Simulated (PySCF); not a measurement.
## Frontier levels across methods

Species: PN.
Numbering: `[N:1]#[P:2]`

Basis pcSseg-2 throughout (PySCF), one geometry. Geometry: PBE0-D3(BJ)/def2-SVP; no solvent, vibrations or thermal averaging.

How do the orbital energies, the gap and the dipole change with the method?

```
   method                    kind  HOMO (eV)  LUMO (eV)  gap (eV)  μ (D)  SCF cycles
     BLYP                     GGA      -7.58      -3.18      4.40   2.77          13
      PBE                     GGA      -7.69      -3.30      4.39   2.69          13
     OPBE                     GGA      -7.71      -3.27      4.45   2.54          13
    B97-D                     GGA      -7.74      -3.25      4.49   2.70          12
      LDA                     LDA      -7.79      -3.47      4.33   2.80          12
     BP86                     GGA      -7.82      -3.40      4.42   2.71          13
      KT2                     GGA      -7.87      -3.25      4.62   2.65          12
      KT3                     GGA      -7.88      -3.27      4.61   2.62          12
    B97-2           global hybrid      -9.01      -2.44      6.57   2.81          12
    B3LYP           global hybrid      -9.01      -2.59      6.42   2.90          11
     PBE0           global hybrid      -9.28      -2.37      6.91   2.85          11
 mPW1PW91           global hybrid      -9.32      -2.39      6.93   2.84          11
BHandHLYP           global hybrid     -10.50      -1.34      9.16   3.07          11
CAM-B3LYP  range-separated hybrid     -10.74      -1.21      9.53   3.02          11
  wB97X-D  range-separated hybrid     -11.25      -0.57     10.68   2.90          12
       HF            Hartree–Fock     -12.08       1.11     13.19   3.25          10
  LC-wPBE  range-separated hybrid     -12.13      -0.07     12.06   3.01          12
```

The HOMO spans 4.55 eV, from BLYP down to LC-wPBE, and the gap runs from 4.33 eV (LDA) to 13.19 eV (HF). Over the methods BLYP (0 %), PBE (0 %), OPBE (0 %), B97-D (0 %), LDA (0 %), BP86 (0 %), KT2 (0 %), KT3 (0 %), B97-2 (21 %), B3LYP (20 %), PBE0 (25 %), mPW1PW91 (25 %), BHandHLYP (50 %), HF (100 %), a straight line through the gap against the share of exact exchange rises by 0.89 eV for each 10 % (correlation coefficient 0.998). The dipole ranges from 2.54 D (OPBE) to 3.25 D (HF). This basis has no diffuse functions.

Reference dipole: 2.75 D (measured, gas; NIST CCCBDB Release 22 (SRD 101), experimental dipoles); nearest here: BLYP (2.77 D). 

The vertical ΔSCF ionisation energy at CAM-B3LYP/def2-SVPD is 11.92 eV; −ε(HOMO) comes closest to it with HF (12.08 eV).
